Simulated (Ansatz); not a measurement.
Reaction (isomerisation): `C/C=C\C=O` → `C1=CCOC1`

Computed with Ansatz on PBE0-D4/def2-TZVP structures; ΔE is electronic, products minus reactants. CBS: MP2 limit from def2 TZ/QZ plus the TZ coupled-cluster correction, frozen cores. DFT in def2-TZVPP. B3LYP here is the variant with VWN-RPA as its local correlation; programs differ in this. HSE06 is defined as in plane-wave codes. One conformer a species, not always the lowest.

`C/C=C\C=O`:

Cartesian coordinates in Å:
```
C -0.223 -1.235 -0.788
C 0.789 -0.405 -0.083
C 0.608 0.746 0.573
C -0.669 1.438 0.729
O -0.790 2.479 1.329
H -0.240 -2.243 -0.363
H -1.232 -0.829 -0.747
H 0.058 -1.352 -1.840
H 1.803 -0.800 -0.115
H 1.453 1.240 1.042
H -1.555 0.961 0.263
```

`C1=CCOC1`:

Z-matrix (Å, degrees):
```
C
C 1 1.492
O 1 1.417 2 105.2
H 1 1.100 2 112.3 3 -119.5
H 1 1.099 2 112.3 3 119.5
C 2 1.323 1 109.7 3 0.1
H 2 1.082 1 123.6 3 -179.9
C 3 1.417 1 110.4 2 -0.2
H 6 1.082 2 126.8 1 180.0
H 8 1.099 3 109.9 1 -120.8
H 8 1.099 3 109.8 1 121.3
```

```json
{"level": "LDA (SPW92)", "ΔE (kJ/mol)": "0.9", "difference from CCSD(T)/CBS": "-22.0"}
{"level": "PBE-D4", "ΔE (kJ/mol)": "31.5", "difference from CCSD(T)/CBS": "8.6"}
{"level": "revPBE-D4", "ΔE (kJ/mol)": "34.4", "difference from CCSD(T)/CBS": "11.5"}
{"level": "BLYP-D4", "ΔE (kJ/mol)": "51.8", "difference from CCSD(T)/CBS": "28.9"}
{"level": "r2SCAN-D4", "ΔE (kJ/mol)": "30.0", "difference from CCSD(T)/CBS": "7.1"}
{"level": "B97M-V", "ΔE (kJ/mol)": "35.7", "difference from CCSD(T)/CBS": "12.8"}
{"level": "PBE0-D4", "ΔE (kJ/mol)": "17.1", "difference from CCSD(T)/CBS": "-5.8"}
{"level": "B3LYP-D4", "ΔE (kJ/mol)": "38.2", "difference from CCSD(T)/CBS": "15.3"}
{"level": "r2SCANh-D4", "ΔE (kJ/mol)": "25.1", "difference from CCSD(T)/CBS": "2.2"}
{"level": "r2SCAN0-D4", "ΔE (kJ/mol)": "18.0", "difference from CCSD(T)/CBS": "-4.9"}
{"level": "HSE06-D4", "ΔE (kJ/mol)": "17.3", "difference from CCSD(T)/CBS": "-5.6"}
{"level": "BHLYP-D4", "ΔE (kJ/mol)": "25.4", "difference from CCSD(T)/CBS": "2.5"}
{"level": "CAM-B3LYP-D4", "ΔE (kJ/mol)": "25.0", "difference from CCSD(T)/CBS": "2.1"}
{"level": "ωB97X-V", "ΔE (kJ/mol)": "15.6", "difference from CCSD(T)/CBS": "-7.3"}
{"level": "ωB97M-V", "ΔE (kJ/mol)": "20.8", "difference from CCSD(T)/CBS": "-2.1"}
{"level": "PBE-QIDH", "ΔE (kJ/mol)": "12.2", "difference from CCSD(T)/CBS": "-10.7"}
{"level": "PBE", "ΔE (kJ/mol)": "33.3", "difference from CCSD(T)/CBS": "10.4"}
{"level": "revPBE", "ΔE (kJ/mol)": "43.2", "difference from CCSD(T)/CBS": "20.3"}
{"level": "BLYP", "ΔE (kJ/mol)": "56.6", "difference from CCSD(T)/CBS": "33.7"}
{"level": "r2SCAN", "ΔE (kJ/mol)": "30.2", "difference from CCSD(T)/CBS": "7.3"}
{"level": "PBE0", "ΔE (kJ/mol)": "18.4", "difference from CCSD(T)/CBS": "-4.5"}
{"level": "r2SCANh", "ΔE (kJ/mol)": "25.3", "difference from CCSD(T)/CBS": "2.4"}
{"level": "r2SCAN0", "ΔE (kJ/mol)": "18.2", "difference from CCSD(T)/CBS": "-4.7"}
{"level": "BHLYP", "ΔE (kJ/mol)": "27.2", "difference from CCSD(T)/CBS": "4.3"}
{"level": "CAM-B3LYP", "ΔE (kJ/mol)": "26.2", "difference from CCSD(T)/CBS": "3.3"}
{"level": "LC-ωPBE", "ΔE (kJ/mol)": "6.0", "difference from CCSD(T)/CBS": "-16.9"}
{"level": "MP2/def2-SVP", "ΔE (kJ/mol)": "36.5", "difference from CCSD(T)/CBS": "13.6"}
{"level": "CCSD/def2-SVP", "ΔE (kJ/mol)": "32.2", "difference from CCSD(T)/CBS": "9.3"}
{"level": "CCSD(T)/def2-SVP", "ΔE (kJ/mol)": "36.6", "difference from CCSD(T)/CBS": "13.7"}
{"level": "HF/def2-TZVPP", "ΔE (kJ/mol)": "32.8", "difference from CCSD(T)/CBS": "9.9"}
{"level": "MP2/def2-TZVPP", "ΔE (kJ/mol)": "23.7", "difference from CCSD(T)/CBS": "0.8"}
{"level": "SCS-MP2/def2-TZVPP", "ΔE (kJ/mol)": "28.0", "difference from CCSD(T)/CBS": "5.1"}
{"level": "CCSD/def2-TZVPP", "ΔE (kJ/mol)": "22.3", "difference from CCSD(T)/CBS": "-0.6"}
{"level": "CCSD(T)/def2-TZVPP", "ΔE (kJ/mol)": "25.3", "difference from CCSD(T)/CBS": "2.4"}
{"level": "HF/def2-QZVPP", "ΔE (kJ/mol)": "32.9", "difference from CCSD(T)/CBS": "10.0"}
{"level": "MP2/def2-QZVPP", "ΔE (kJ/mol)": "22.4", "difference from CCSD(T)/CBS": "-0.5"}
{"level": "SCS-MP2/def2-QZVPP", "ΔE (kJ/mol)": "26.9", "difference from CCSD(T)/CBS": "4.0"}
{"level": "HF/CBS(def2)", "ΔE (kJ/mol)": "33.0", "difference from CCSD(T)/CBS": "10.1"}
{"level": "MP2/CBS(def2)", "ΔE (kJ/mol)": "21.3", "difference from CCSD(T)/CBS": "-1.6"}
{"level": "CCSD/CBS(def2)", "ΔE (kJ/mol)": "19.8", "difference from CCSD(T)/CBS": "-3.1"}
{"level": "CCSD(T)/CBS", "ΔE (kJ/mol)": "22.9", "difference from CCSD(T)/CBS": "0"}
```

Largest T1 diagnostic among the species: 0.014.

From PBE to PBE0 (25 % exact exchange), in def2-TZVPP and without D4, ΔE moves by −14.8 kJ/mol. The D4 term adds −3.0 kJ/mol with B3LYP and −1.3 kJ/mol with PBE0; it sums over pairs of atoms, weighted by their polarisabilities, and B3LYP, whose exchange is more repulsive, gets the larger term. At CCSD(T), def2-SVP lies +13.7 kJ/mol from the extrapolated value and def2-TZVPP +2.4 kJ/mol.

CCSD(T)/CBS has its own doubt, a few kJ/mol and more with outer-core shells, so smaller differences from it don't rank the levels.
